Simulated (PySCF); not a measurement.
Some computed properties have been withheld. Give your best values.

Species: Si2H6.
Cartesian coordinates in Å at the PBE0-D3(BJ)/def2-SVP level; atoms count from 1:
```xyz
8
Si2H6 angstrom
Si    -1.1648    0.1070   -0.0316
Si     1.1686   -0.1095    0.0191
H     -1.7573   -0.8313   -1.0341
H     -1.5339    1.5071   -0.4074
H     -1.7439   -0.1972    1.3133
H      1.5614   -1.5012    0.4000
H      1.7451    0.8428    1.0182
H      1.7428    0.2010   -1.3266
```

| property | level | value |
| --- | --- | --- |
| point group | PBE0-D3(BJ)/def2-SVP | ? |
| rotational constants A, B, C | PBE0-D3(BJ)/def2-SVP | 42.419, 5.051, 5.051 GHz |
| dipole moment | PBE0/pcSseg-1 | ? |
| HOMO energy | PBE0/pcSseg-1 | ? |
| LUMO energy | PBE0/pcSseg-1 | ? |
| 1H chemical shifts (computed TMS as zero) by class | GIAO PBE0/pcSseg-1 | ? |
| isotropic shieldings of nuclei other than C and H, by class | GIAO PBE0/pcSseg-1 | 460 (Si1/Si2) ppm |

Electronic properties: PySCF, gas phase, density fitting.

Problem. Give the HOMO energy.

Solution. -8.48 eV.

Problem. Give the dipole moment.

Solution. 0.00 D by symmetry (numerical residue 0.02 D).

Problem. Give the point group.

Solution. D3d.

Problem. What are the 1H chemical shifts (computed TMS as zero) by class?

Solution. 3.57 (H3/H4/H5/H6/H7/H8) ppm.

Problem. The LUMO energy?

Solution. 0.37 eV.

The rotational constants are those of a prolate symmetric top. With B = h/(8π²I), that is 505.379 GHz u Å² over I, the principal moments of inertia are 11.9, 100.0 and 100.0 u Å² (most abundant isotopes); the inertial defect Ic − Ia − Ib is -11.9 u Å² (zero for a rigid planar frame, negative otherwise). Point group D3d forbids a permanent dipole, so the rigid molecule has no electric-dipole pure rotational spectrum.
